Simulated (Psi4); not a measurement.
# UHF/aug-pcseg-2 (density fitting) run of BHClO (SMILES O[B]Cl)

Aim: the vertical ionisation energy of BHClO at UHF/aug-pcseg-2 (density fitting), from 2 runs. 

The results are computed with Psi4 1.11.

6 further runs of the same task are left out: 2 that didn't finish, 4 set aside as unsound or not needed.

## (1) The molecule

BHClO has 4 atoms, charge 0, and is taken as a doublet. As SMILES, `O[B]Cl`. The shape is that of a PBE0-D4/def2-TZVP optimisation.

Bond lengths: O1–B2 1.334 Å, B2–Cl3 1.740 Å, O1–H4 0.961 Å. Angles: O1–B2–Cl3 122.2°, B2–O1–H4 113.5°.

## (2) Energy and gradient at UHF/aug-pcseg-2 (density fitting)

File input.json:

```json
{
  "schema_name": "qcschema_input",
  "schema_version": 1,
  "molecule": {
    "schema_name": "qcschema_molecule",
    "schema_version": 2,
    "symbols": ["O", "B", "Cl", "H"],
    "geometry": [1.03103457, 0.36112666, -1.11361561, -0.81239326, 0.12396603, 0.59072839, -1.0529554, -2.50048561, 2.55661047, 0.93919388, 1.90144243, -2.0720847],
    "molecular_charge": 0,
    "molecular_multiplicity": 2,
    "fix_com": true,
    "fix_orientation": true
  },
  "driver": "gradient",
  "model": {
    "method": "hf",
    "basis": "aug-pcseg-2"
  },
  "keywords": {
    "reference": "uhf",
    "scf_type": "df"
  }
}
```

Launch:

```sh
$ psi4 --qcschema input.json -n 1 --memory 1600MB
```

stdout:

```text
[...]
  Running in c1 symmetry.
[...]
  Nuclear repulsion =   76.699725498515349
[...]
  Multiplicity = 2
[...]
  Nalpha       = 16
  Nbeta        = 15
[...]
    Number of basis functions: 165
[...]
   @DF-UHF iter   1:  -559.63042722348973   -6.36505e-01   2.79308e-03 ADIIS/DIIS
[...]
   @DF-UHF iter  14:  -559.71813208708988   -1.44382e-11   6.62882e-09 DIIS
[...]
   @S^2 Observed:                7.545985714E-01
[...]
    Orbital Energies [Eh]
    ---------------------
    Alpha Occupied:
       1A   -104.790820     2A    -20.603042     3A    -10.554836
       4A     -8.024761     5A     -8.021700     6A     -8.021546
       7A     -7.705147     8A     -1.413242     9A     -1.120207
      10A     -0.796160    11A     -0.661010    12A     -0.613475
      13A     -0.583703    14A     -0.490798    15A     -0.477159
      16A     -0.357817
    Alpha Virtual:
      17A      0.021613    18A      0.034194    19A      0.036096
      20A      0.039620    21A      0.069010    22A      0.094888
      23A      0.095988    24A      0.105952    25A      0.108880
[...]
  @DF-UHF Final Energy:  -559.71813208708988
   => Energetics <=
    Nuclear Repulsion Energy =             76.6997254985153489
    One-Electron Energy =                -924.8644033629801697
    Two-Electron Energy =                 288.4465457773749222
    Total Energy =                       -559.7181320870898844
  UHF NO Occupations:
  HONO-2 :   14  A 1.9992703
  HONO-1 :   15  A 1.9987537
[...]
 Multipole Moments:
 ------------------------------------------------------------------------------------
     Multipole            Electronic (a.u.)      Nuclear  (a.u.)        Total (a.u.)
 ------------------------------------------------------------------------------------
 L = 1.  Multiply by 2.5417464519 to convert [e a0] to [Debye]
 Dipole X            :         12.8104873          -12.7747377            0.0357497
 Dipole Y            :         37.8167939          -37.0979695            0.7188244
 Dipole Z            :        -35.9481869           35.4350104           -0.5131765
 Magnitude           :                                                    0.8839325
[...]
  -Total Gradient:
     Atom            X                  Y                   Z
    ------   -----------------  -----------------  -----------------
       1        0.009197457574    -0.019491286721     0.005394143088
       2       -0.007477264980    -0.004568857066     0.009337619353
       3        0.000480871117     0.004621025247    -0.003509272981
       4       -0.002201063708     0.019439118552    -0.011222489453
[...]
```

The result, in JSON:

```text
{
 "driver": "gradient",
 "model": {
  "method": "hf",
  "basis": "aug-pcseg-2"
 },
 "success": true,
 "return_result": [0.009197457573906831, -0.019491286721367795, 0.005394143088219797, -0.007477264980485676, -0.004568857065685661, 0.009337619353291943, 0.00048087111699957746, 0.004621025246914323, -0.0035092729812405965, -0.0022010637077997715, 0.019439118551933365, -0.011222489453438234],
 "properties": {
  "calcinfo_nbasis": 165,
  "calcinfo_nmo": 165,
  "calcinfo_nalpha": 16,
  "calcinfo_nbeta": 15,
  "calcinfo_natom": 4,
  "nuclear_repulsion_energy": 76.69972549851535,
  "return_energy": -559.7181320870899,
  "return_gradient": [0.009197457573906831, -0.019491286721367795, 0.005394143088219797, -0.007477264980485676, -0.004568857065685661, 0.009337619353291943, 0.00048087111699957746, 0.004621025246914323, -0.0035092729812405965, -0.0022010637077997715, 0.019439118551933365, -0.011222489453438234],
  "scf_one_electron_energy": -924.8644033629802,
  "scf_two_electron_energy": 288.4465457773749,
  "scf_dipole_moment": [0.03574968285401425, 0.7188243827042982, -0.5131765373806516],
  "scf_total_energy": -559.7181320870899,
  "scf_total_gradient": [0.009197457573906831, -0.019491286721367795, 0.005394143088219797, -0.007477264980485676, -0.004568857065685661, 0.009337619353291943, 0.00048087111699957746, 0.004621025246914323, -0.0035092729812405965, -0.0022010637077997715, 0.019439118551933365, -0.011222489453438234],
  "scf_iterations": 14
 }
}
```

Wall time 2.5 s (1 thread of AMD EPYC 9R45 (Zen 5), shared host); peak memory 0.29 GiB.

## (3) The singlet cation, same level

File calc.dat:

```
memory 1600 MB

molecule mol {
  1 1
  O
  B 1 1.334456
  Cl 2 1.739884 1 122.18514
  H 1 0.96125 2 113.5407 3 -179.99924
  no_reorient
  no_com
}

set {
  basis aug-pcseg-2
  reference uhf
  scf_type df
}

gradient("scf")
```

Launch:

```sh
$ psi4 -n 1 calc.dat calc.out
```

calc.out:

```text
[...]
  Running in c1 symmetry.
[...]
  Nuclear repulsion =   76.699726477009847
[...]
  Multiplicity = 1
[...]
  Nalpha       = 15
  Nbeta        = 15
[...]
    Number of basis functions: 165
[...]
   @DF-UHF iter   1:  -559.28571973404678   -2.91797e-01   2.95797e-03 DIIS/ADIIS
[...]
   @DF-UHF iter  12:  -559.39965859274560   -3.20597e-11   6.29450e-09 DIIS
[...]
   @S^2 Observed:                1.101341240E-13
[...]
    Orbital Energies [Eh]
    ---------------------
    Alpha Occupied:
       1A   -105.078077     2A    -20.892970     3A    -10.836880
       4A     -8.305032     5A     -8.303316     6A     -8.303300
       7A     -8.072372     8A     -1.687043     9A     -1.379947
      10A     -1.066114    11A     -0.900346    12A     -0.866686
      13A     -0.858400    14A     -0.733284    15A     -0.733021
    Alpha Virtual:
      16A     -0.275265    17A     -0.149397    18A     -0.113283
      19A     -0.082010    20A     -0.078959    21A     -0.075960
      22A     -0.048964    23A     -0.033067    24A     -0.029113
      25A     -0.023053    26A     -0.018100    27A     -0.006702
[...]
  @DF-UHF Final Energy:  -559.39965859274560
   => Energetics <=
    Nuclear Repulsion Energy =             76.6997264770098468
    One-Electron Energy =                -916.1651940130377625
    Two-Electron Energy =                 280.0658089432823772
    Total Energy =                       -559.3996585927455953
  UHF NO Occupations:
  HONO-2 :   13  A 2.0000000
  HONO-1 :   14  A 2.0000000
[...]
 Multipole Moments:
 ------------------------------------------------------------------------------------
     Multipole            Electronic (a.u.)      Nuclear  (a.u.)        Total (a.u.)
 ------------------------------------------------------------------------------------
 L = 1.  Multiply by 2.5417464519 to convert [e a0] to [Debye]
 Dipole X            :         -0.0000020            0.0000111            0.0000091
 Dipole Y            :          0.5355216            1.4294584            1.9649801
 Dipole Z            :          1.9657166           -2.3284088           -0.3626921
 Magnitude           :                                                    1.9981722
[...]
  -Total Gradient:
     Atom            X                  Y                   Z
    ------   -----------------  -----------------  -----------------
       1       -0.000000364526    -0.067419970230    -0.082360968319
       2        0.000000111768     0.119888799352     0.069082290615
       3        0.000000047183    -0.062023008607    -0.001856153966
       4        0.000000205575     0.009554179487     0.015134831675
[...]
```

Wall time 2.4 s (1 thread of AMD EPYC 9R45 (Zen 5), shared host); peak memory 0.29 GiB.

## (4) What came out

At UHF/aug-pcseg-2 (density fitting):

| quantity | value |
| --- | --- |
| doublet BHClO: total energy | -559.71813 Eh |
| doublet BHClO: dipole moment | 2.25 D |
| doublet BHClO: HOMO energy (highest over α and β) | -9.74 eV |
| doublet BHClO: LUMO energy (lowest over α and β) | 0.45 eV |
| doublet BHClO: ⟨S²⟩ | 0.755 |
| doublet BHClO: largest force on an atom | 1.160 eV/Å |
| singlet cation: total energy | -559.39966 Eh |
| singlet cation: HOMO energy | -19.95 eV |
| singlet cation: LUMO energy | -7.49 eV |
| singlet cation: HOMO–LUMO gap | 12.46 eV |
| singlet cation: largest force on an atom | 7.115 eV/Å |
| vertical ionisation energy (to the singlet cation) | 8.666 eV |

In words: The vertical ionisation energy comes to 8.67 eV (200 kcal/mol). The largest force (doublet BHClO) is 1.16 eV/Å: the shape isn't a stationary point for this species at this level. Only the singlet of the ionised species was computed; a triplet could lie lower.
